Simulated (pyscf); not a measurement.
Single points on ωB97X-D3(BJ)/def2-SVP structures (PySCF, gas phase).

Task: Estimate the classical barrier height and the reaction energy of H₂P–GeH₂–PH₂ (SMILES [PH2][GeH2][PH2]) + H₂ (SMILES [H][H]) -> H₂P–GeH₃ (SMILES [PH2][GeH3]) + PH₃ (SMILES P) at ωB97M-D3(BJ)/def2-TZVP. The step runs on the singlet surface, breaks Ge–P, H–H and forms Ge–H, H–P; take the separated reactants as zero.

Result: ΔE‡ = 265.3 kJ/mol, ΔE = +3.0 kJ/mol. Zero-point energy shifts the barrier by +5.6 kJ/mol. It is a four-centre exchange, with an imaginary mode of 1683i cm⁻¹. One saddle was located; it need not be the lowest between these sides. Elements up to Kr have no core potential and no relativistic terms here.
